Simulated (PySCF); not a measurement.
Species: 4H-pyran, C5H6O.
Bonds: C1–C2 (double), C2–O3, O3–C4, C4–C5 (double), C5–C6, C1–C6. Hydrogens: H7 on C1; H8 on C2; H9 on C4; H10 on C5; H11, H12 on C6.

The same species was optimised twice, with GFN2-xTB and with PBE0-D3(BJ)/def2-SVP (PySCF), and the same property calculations (PySCF, gas phase) were run on both structures.

```csv
coordinate,GFN2-xTB,PBE0-D3(BJ)/def2-SVP,change
C4=C5 (Å),1.323,1.335,+0.012
C1=C2 (Å),1.323,1.335,+0.012
O3–C4 (Å),1.365,1.360,-0.005
C2–O3 (Å),1.365,1.361,-0.004
C1–C6 (Å),1.503,1.501,-0.002
C5–C6 (Å),1.503,1.501,-0.002
C2–O3–C4 (°),115.5,116.3,+0.8
C1–C2–O3 (°),125.3,124.7,-0.6
O3–C4–C5 (°),125.2,124.8,-0.4
C2–C1–C6 (°),122.5,122.6,+0.1
C4–C5–C6 (°),122.5,122.6,+0.1
C1–C6–C5 (°),109.1,109.1,0.0
```

Rotational constants: A = 5783, B = 5191, C = 2783 MHz (GFN2-xTB) against A = 5767, B = 5163, C = 2770 MHz (PBE0-D3(BJ)/def2-SVP). Point groups within 0.08 Å: C2v and C2v. Atoms that the bonding makes alike are paired by their places after alignment.

On the GFN2-xTB structure: lowest singlet, TDDFT (eV) 5.24 [wB97X-D/def2-SVPD]; lowest triplet, Tamm–Dancoff (eV) 3.93 [wB97X-D/def2-SVPD]; isotropic polarisability (au) 58.3 [wB97X-D/def2-SVPD]; HOMO (eV) -7.99 [wB97X-D/def2-SVPD]; LUMO (eV) 1.92 [wB97X-D/def2-SVPD]; dipole (D) 1.01 [wB97X-D/def2-SVPD]; HOMO (eV) -6.13 [PBE0/pcSseg-1]; LUMO (eV) 0.15 [PBE0/pcSseg-1]; dipole (D) 0.93 [PBE0/pcSseg-1]; GIAO shielding of C1/C5 (mean) (ppm) 80.3 [PBE0/pcSseg-1]; GIAO shielding of C2/C4 (mean) (ppm) 38.5 [PBE0/pcSseg-1]; GIAO shielding of O3 (ppm) 174.4 [PBE0/pcSseg-1]; GIAO shielding of C6 (ppm) 162.4 [PBE0/pcSseg-1].

Task: What do these properties become on the PBE0-D3(BJ)/def2-SVP structure?

Result: 
```json
{"property": "lowest singlet, TDDFT (eV)", "level": "wB97X-D/def2-SVPD", "on GFN2-xTB": "5.24", "on PBE0-D3(BJ)/def2-SVP": "5.12", "change": "-0.12"}
{"property": "lowest triplet, Tamm–Dancoff (eV)", "level": "wB97X-D/def2-SVPD", "on GFN2-xTB": "3.93", "on PBE0-D3(BJ)/def2-SVP": "3.81", "change": "-0.12"}
{"property": "isotropic polarisability (au)", "level": "wB97X-D/def2-SVPD", "on GFN2-xTB": "58.3", "on PBE0-D3(BJ)/def2-SVP": "59.2", "change": "+0.9"}
{"property": "HOMO (eV)", "level": "wB97X-D/def2-SVPD", "on GFN2-xTB": "-7.99", "on PBE0-D3(BJ)/def2-SVP": "-7.93", "change": "+0.06"}
{"property": "LUMO (eV)", "level": "wB97X-D/def2-SVPD", "on GFN2-xTB": "1.92", "on PBE0-D3(BJ)/def2-SVP": "1.85", "change": "-0.07"}
{"property": "dipole (D)", "level": "wB97X-D/def2-SVPD", "on GFN2-xTB": "1.01", "on PBE0-D3(BJ)/def2-SVP": "0.92", "change": "-0.09"}
{"property": "energy, GFN2-xTB geometry as zero (kcal/mol)", "level": "wB97X-D/def2-SVPD", "on GFN2-xTB": "0.0", "on PBE0-D3(BJ)/def2-SVP": "-0.6", "change": "-0.6"}
{"property": "HOMO (eV)", "level": "PBE0/pcSseg-1", "on GFN2-xTB": "-6.13", "on PBE0-D3(BJ)/def2-SVP": "-6.08", "change": "+0.05"}
{"property": "LUMO (eV)", "level": "PBE0/pcSseg-1", "on GFN2-xTB": "0.15", "on PBE0-D3(BJ)/def2-SVP": "0.08", "change": "-0.07"}
{"property": "dipole (D)", "level": "PBE0/pcSseg-1", "on GFN2-xTB": "0.93", "on PBE0-D3(BJ)/def2-SVP": "0.84", "change": "-0.09"}
{"property": "energy, GFN2-xTB geometry as zero (kcal/mol)", "level": "PBE0/pcSseg-1", "on GFN2-xTB": "0.0", "on PBE0-D3(BJ)/def2-SVP": "-0.2", "change": "-0.2"}
{"property": "GIAO shielding of C1/C5 (mean) (ppm)", "level": "PBE0/pcSseg-1", "on GFN2-xTB": "80.3", "on PBE0-D3(BJ)/def2-SVP": "78.1", "change": "-2.2"}
{"property": "GIAO shielding of C2/C4 (mean) (ppm)", "level": "PBE0/pcSseg-1", "on GFN2-xTB": "38.5", "on PBE0-D3(BJ)/def2-SVP": "36.4", "change": "-2.1"}
{"property": "GIAO shielding of O3 (ppm)", "level": "PBE0/pcSseg-1", "on GFN2-xTB": "174.4", "on PBE0-D3(BJ)/def2-SVP": "169.3", "change": "-5.1"}
{"property": "GIAO shielding of C6 (ppm)", "level": "PBE0/pcSseg-1", "on GFN2-xTB": "162.4", "on PBE0-D3(BJ)/def2-SVP": "161.0", "change": "-1.4"}
```

The heavy atoms differ by 0.005 Å rms after alignment. Among bonds between heavy atoms C1=C2 and C4=C5 change most and about equally (+0.012 Å). Changes are differences of the printed values. Neither structure is proved a minimum here.

Note: wB97X-D ran without an empirical dispersion term, which enters the total energy and its gradient alone.
